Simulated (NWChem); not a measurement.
# One shape, several levels: C4H10S (diethyl sulfide)

Wanted: a comparison of 6 runs (HF/STO-3G, HF/3-21G, HF/6-31G*, B3LYP/6-31G*, MP2/6-31G*) of C4H10S (diethyl sulfide). 

Program for the calculation: NWChem 7.3.0.

1 further run of the same task is left out (set aside as unsound or not needed).

## 1. Starting point

C4H10S: 15 atoms, total charge 0, spin state singlet. As SMILES, `CCSCC`. The coordinates come from a PBE0-D4/def2-TZVP relaxation. This is one conformer, not always the lowest.

Bond lengths: C1–C2 1.515 Å, C2–S3 1.806 Å, S3–C4 1.806 Å, C4–C5 1.515 Å, C1–H6 1.092 Å, C1–H7 1.094 Å, C1–H8 1.092 Å, C2–H9 1.093 Å, C2–H10 1.093 Å, C4–H11 1.093 Å, C4–H12 1.093 Å, C5–H13 1.092 Å, C5–H14 1.092 Å, C5–H15 1.094 Å. Some angles: C1–C2–S3 114.8°, C2–S3–C4 102.2°, S3–C4–C5 114.8°, C1–C2–H9 110.6°, C1–C2–H10 111.2°, S3–C2–H9 103.6°, S3–C2–H10 109.5°, C2–C1–H6 110.9°, C2–C1–H7 110.4°, C2–C1–H8 111.6°.

## 2. Energy and forces at HF/STO-3G (run 1)

Contents of c4h10s.nw:

```
start c4h10s
memory stack 880 mb heap 220 mb global 1100 mb
geometry units atomic noautosym nocenter noautoz
  C   -3.72937451   0.14588686  -0.42556632
  C   -1.71832797  -1.47606508  -1.66088029
  S    0.44370769  -2.97990913   0.51003708
  C    1.97778736  -0.30254515   1.96890565
  C    3.49996176   1.33414664   0.17876809
  H   -4.80557353  -0.94354025   0.95657936
  H   -5.03952163   0.87853368  -1.84645140
  H   -2.90488700   1.76916160   0.54688674
  H   -2.58079897  -3.06211221  -2.66432486
  H   -0.65044373  -0.40232269  -3.06513577
  H    0.58033489   0.81598374   2.99937331
  H    3.20724318  -1.16161465   3.38922380
  H    4.90931950   0.21127138  -0.82543237
  H    2.29488341   2.24688436  -1.22662123
  H    4.47468249   2.83024282   1.22000719
end
basis spherical bse
  * library STO-3G
end
scf
  nopen 0
  rhf
  thresh 1e-08
  maxiter 80
  print low
end
task scf gradient
```

Run with:

```sh
$ nwchem c4h10s.nw > c4h10s.out
```

What it wrote:

```text
[...]
  functions       =    39
[...]
  wavefunction    = RHF
[...]
         Total SCF energy =   -548.637723476842
      One-electron energy =  -1234.237640799136
      Two-electron energy =    445.236711707912
 Nuclear repulsion energy =    240.363205614382
        Time for solution =      4.6s
[...]
                         RHF ENERGY GRADIENTS
    atom               coordinates                        gradient
                 x          y          z           x          y          z
   1 C      -3.729375   0.145887  -0.425566    0.018659  -0.016407  -0.006814
   2 C      -1.718328  -1.476065  -1.660880   -0.022434   0.017726   0.009364
   3 S       0.443708  -2.979909   0.510037   -0.000566   0.003538  -0.000631
   4 C       1.977787  -0.302545   1.968906    0.016895   0.019426  -0.015766
   5 C       3.499962   1.334147   0.178768   -0.013543  -0.017985   0.012685
   6 H      -4.805574  -0.943540   0.956579   -0.001869  -0.002807   0.003791
   7 H      -5.039522   0.878534  -1.846451   -0.002880   0.002748  -0.004691
   8 H      -2.904887   1.769162   0.546887    0.002142   0.004840   0.002957
   9 H      -2.580799  -3.062112  -2.664325    0.002198  -0.006689  -0.000783
  10 H      -0.650444  -0.402323  -3.065136    0.006151  -0.000699  -0.002059
  11 H       0.580335   0.815984   2.999373   -0.005844  -0.001685   0.002501
[...]
```

Run time: 6 s. Hardware: 1 thread of AMD EPYC 7R13 (Zen 3), shared host; peak memory 0.098 GiB.

## 3. Energy and gradient at HF/3-21G (run 2)

Contents of calc.nw:

```
start calc
title "C4H10S"
memory total 2200 mb

geometry units angstroms noautosym nocenter noautoz
   C       -1.973500       0.077200      -0.225200
   C       -0.909300      -0.781100      -0.878900
   S        0.234800      -1.576900       0.269900
   C        1.046600      -0.160100       1.041900
   C        1.852100       0.706000       0.094600
   H       -2.543000      -0.499300       0.506200
   H       -2.666800       0.464900      -0.977100
   H       -1.537200       0.936200       0.289400
   H       -1.365700      -1.620400      -1.409900
   H       -0.344200      -0.212900      -1.622000
   H        0.307100       0.431800       1.587200
   H        1.697200      -0.614700       1.793500
   H        2.597900       0.111800      -0.436800
   H        1.214400       1.189000      -0.649100
   H        2.367900       1.497700       0.645600
end

basis spherical bse
   C library 3-21G
   S library 3-21G
   H library 3-21G
end

scf
   nopen 0
   rhf
   thresh 1e-08
   maxiter 80
   print medium
end

task scf gradient
```

Run with:

```sh
$ nwchem calc.nw > calc.out
```

What it wrote:

```text
[...]
  functions       =    69
[...]
  wavefunction    = RHF
[...]
         Total SCF energy =   -551.983559674093
      One-electron energy =  -1234.593277794217
      Two-electron energy =    442.246495083377
 Nuclear repulsion energy =    240.363223036747
        Time for solution =      4.4s
[...]
                         RHF ENERGY GRADIENTS
    atom               coordinates                        gradient
                 x          y          z           x          y          z
   1 C      -3.729374   0.145887  -0.425566    0.010828  -0.008843  -0.007005
   2 C      -1.718328  -1.476065  -1.660880    0.012371  -0.003645   0.035556
   3 S       0.443708  -2.979909   0.510037   -0.005393   0.035710  -0.006105
   4 C       1.977787  -0.302545   1.968906   -0.009052  -0.018295  -0.031875
   5 C       3.499962   1.334147   0.178768   -0.008201  -0.008844   0.010027
   6 H      -4.805573  -0.943540   0.956579   -0.003049  -0.002800   0.004277
   7 H      -5.039521   0.878534  -1.846451   -0.003688   0.002442  -0.003930
   8 H      -2.904887   1.769161   0.546887    0.002307   0.004681   0.003003
   9 H      -2.580799  -3.062112  -2.664325   -0.001481  -0.006996  -0.003332
  10 H      -0.650444  -0.402323  -3.065136    0.004948   0.003557  -0.005963
  11 H       0.580335   0.815984   2.999373   -0.006087   0.003755   0.004744
[...]
```

Run time: 6 s. Hardware: 1 thread of AMD EPYC 7R13 (Zen 3), shared host; peak memory 0.098 GiB.

Run 3 isn't shown in full; the table further down has it.

## 4. Energy and forces at B3LYP/6-31G(d) (spherical functions) (run 4)

Contents of c4h10s.nw:

```
start c4h10s
title "C4H10S"
memory stack 880 mb heap 220 mb global 1100 mb

geometry units angstroms noautosym nocenter noautoz
   C    -1.973500    0.077200   -0.225200
   C    -0.909300   -0.781100   -0.878900
   S     0.234800   -1.576900    0.269900
   C     1.046600   -0.160100    1.041900
   C     1.852100    0.706000    0.094600
   H    -2.543000   -0.499300    0.506200
   H    -2.666800    0.464900   -0.977100
   H    -1.537200    0.936200    0.289400
   H    -1.365700   -1.620400   -1.409900
   H    -0.344200   -0.212900   -1.622000
   H     0.307100    0.431800    1.587200
   H     1.697200   -0.614700    1.793500
   H     2.597900    0.111800   -0.436800
   H     1.214400    1.189000   -0.649100
   H     2.367900    1.497700    0.645600
end

basis spherical bse
   C library 6-31G*
   S library 6-31G*
   H library 6-31G*
end

dft
   xc b3lyp
   grid fine
   convergence energy 1e-08
   maxiter 100
   mulliken
   noprint "final vectors analysis"
end

task dft gradient
```

Run with:

```sh
$ nwchem c4h10s.nw > c4h10s.out
```

What it wrote:

```text
[...]
          Wavefunction type:  closed shell.
          No. of atoms     :    15
          No. of electrons :    50
[...]
          Charge           :     0
          Spin multiplicity:     1
[...]
          AO basis - number of functions:    94
[...]
              XC Information
              --------------
                         B3LYP Method XC Potential
                     Hartree-Fock (Exact) Exchange  0.200
                        Slater Exchange Functional  0.800 local
                    Becke 1988 Exchange Functional  0.720 non-local
              Lee-Yang-Parr Correlation Functional  0.810
                  VWN I RPA Correlation Functional  0.190 local
[...]
 d= 0,ls=0.0,diis     1   -556.5835954211 -7.97D+02  7.41D-03  4.27D-01     4.0
[...]
 d= 0,ls=0.0,diis     8   -556.6353388778 -7.73D-10  6.96D-07  6.58D-09    25.0
         Total DFT energy =     -556.635338877755
      One electron energy =    -1239.025701062910
           Coulomb energy =      493.262625056422
    Exchange-Corr. energy =      -51.235485908014
 Nuclear repulsion energy =      240.363223036747
[...]
  wavefunction    = closed shell
                         DFT ENERGY GRADIENTS
    atom               coordinates                        gradient
                 x          y          z           x          y          z
   1 C      -3.729374   0.145887  -0.425566    0.003802  -0.002732  -0.001226
   2 C      -1.718328  -1.476065  -1.660880    0.001995   0.000214   0.007463
   3 S       0.443708  -2.979909   0.510037   -0.002250   0.014826  -0.002544
   4 C       1.977787  -0.302545   1.968906   -0.001594  -0.002755  -0.007088
   5 C       3.499962   1.334147   0.178768   -0.002942  -0.003194   0.002243
   6 H      -4.805573  -0.943540   0.956579    0.001515   0.000841  -0.001416
   7 H      -5.039521   0.878534  -1.846451    0.001714  -0.000951   0.001422
   8 H      -2.904887   1.769161   0.546887   -0.000399  -0.001884  -0.001117
   9 H      -2.580799  -3.062112  -2.664325    0.001349   0.000905   0.001501
  10 H      -0.650444  -0.402323  -3.065136   -0.000250  -0.001301   0.001837
  11 H       0.580335   0.815984   2.999373    0.000658  -0.001670  -0.001302
[...]
```

Run time: 32 s. Hardware: 1 thread of AMD EPYC 7R13 (Zen 3), shared host; peak memory 0.13 GiB.

Run 5 isn't shown in full; the table further down has it.

## 5. Energy and forces at MP2/6-31G(d) (spherical functions) (run 6)

Contents of geom.xyz:

```xyz
15
C4H10S
C     -1.973500     0.077200    -0.225200
C     -0.909300    -0.781100    -0.878900
S      0.234800    -1.576900     0.269900
C      1.046600    -0.160100     1.041900
C      1.852100     0.706000     0.094600
H     -2.543000    -0.499300     0.506200
H     -2.666800     0.464900    -0.977100
H     -1.537200     0.936200     0.289400
H     -1.365700    -1.620400    -1.409900
H     -0.344200    -0.212900    -1.622000
H      0.307100     0.431800     1.587200
H      1.697200    -0.614700     1.793500
H      2.597900     0.111800    -0.436800
H      1.214400     1.189000    -0.649100
H      2.367900     1.497700     0.645600
```

Contents of geom.nw:

```
START geom
TITLE "C4H10S"
memory 2200 mb

GEOMETRY units angstroms noautosym nocenter noautoz
load geom.xyz
END

BASIS spherical bse
* library 6-31G*
END

SCF
nopen 0
rhf
thresh 1e-08
maxiter 80
noprint "final vectors analysis"
END

MP2
freeze core 9
tight
END

TASK mp2 gradient
```

Run with:

```sh
$ nwchem geom.nw > geom.out
```

What it wrote:

```text
[...]
  functions       =    94
[...]
  wavefunction    = RHF
[...]
         Total SCF energy =   -554.800818748227
      One-electron energy =  -1238.258222665299
      Two-electron energy =    443.094180880326
 Nuclear repulsion energy =    240.363223036747
        Time for solution =     23.1s
[...]
          Total MP2 energy          -555.446655496636
[...]
                         mp2 ENERGY GRADIENTS
    atom               coordinates                        gradient
                 x          y          z           x          y          z
   1 C      -3.729374   0.145887  -0.425566    0.002556  -0.002678  -0.001680
   2 C      -1.718328  -1.476065  -1.660880   -0.002197   0.001184   0.003254
   3 S       0.443708  -2.979909   0.510037   -0.000938   0.006085  -0.001056
   4 C       1.977787  -0.302545   1.968906    0.001938   0.000684  -0.003631
   5 C       3.499962   1.334147   0.178768   -0.001789  -0.002646   0.002596
   6 H      -4.805573  -0.943540   0.956579    0.000396   0.000707  -0.000437
   7 H      -5.039521   0.878534  -1.846451    0.000496  -0.000006   0.000777
   8 H      -2.904887   1.769161   0.546887   -0.000354  -0.000622  -0.000385
   9 H      -2.580799  -3.062112  -2.664325    0.001516   0.000202   0.000947
  10 H      -0.650444  -0.402323  -3.065136    0.000310  -0.001010   0.000951
  11 H       0.580335   0.815984   2.999373   -0.000005  -0.001279  -0.000531
[...]
```

Wall time 62 s (1 thread of AMD EPYC 7R13 (Zen 3), shared host); peak memory 0.35 GiB.

## 6. All runs side by side

```
run                               level  iteration cap  module  energy (Eh)  largest force (eV/Å)  wall time
  1                           HF/STO-3G             80     scf  -548.637723                 1.552        6 s
  2                            HF/3-21G             80     scf  -551.983560                 1.946        6 s
  3     HF/6-31G* (spherical functions)             80     scf  -554.800819                 0.721       28 s
  4  B3LYP/6-31G* (spherical functions)            100     dft  -556.635339                 0.782       32 s
  5  B3LYP/6-31G* (Cartesian functions)            100     dft  -556.640944                 0.791       32 s
  6    MP2/6-31G* (spherical functions)             80     mp2  -555.446655                 0.321       62 s
```

## 7. Summary of results

| quantity | value |
| --- | --- |
| run 6: total energy | -555.44666 Eh |
| run 6: dipole moment (of the density that the program reports) | 1.81 D |
| run 6: correlation energy (9 core orbitals frozen) | -645.8 mEh |
| run 6: largest force on an atom | 0.321 eV/Å |

Over runs 2, 3, 4, 5, 6 the dipole moment (its size) runs from 1.75 D (B3LYP/6-31G*) to 2.06 D (HF/3-21G). The two ends differ in method and basis. In run 1 the basis is minimal, so the values are rough. All runs together took 2.8 min, the longest 62 s.
